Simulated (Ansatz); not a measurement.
Basis-set extrapolation for `[N]=C=O` radical (PBE0-D4/def2-TZVP geometry, frozen core, the Gaussian-basis code of Ansatz). Multiplicity 2, UHF reference.

```tsv
	cc-pV(T+d)Z	cc-pV(Q+d)Z
HF	-167.190950	-167.203054
MP2 correlation	-0.520119	-0.558760
CCSD(T) correlation	-0.559571	-0.595798
```

Energies in hartree. Use E(X) = E(∞) + A·exp(−5.46·√X) for Hartree–Fock and E(X) = E(∞) + B·X^(−3.05) for correlation, with X = 3 and 4.

Problem. What is the CCSD(T) energy at the basis-set limit?

Solution. HF limit: -167.203054 + (-0.012104) × 0.30130 = -167.20670. Correlation limit: -0.595798 + (-0.036227) × 0.71189 = -0.62159. Total: -167.82829 hartree, 204.2 kJ/mol below CCSD(T)/cc-pV(T+d)Z.
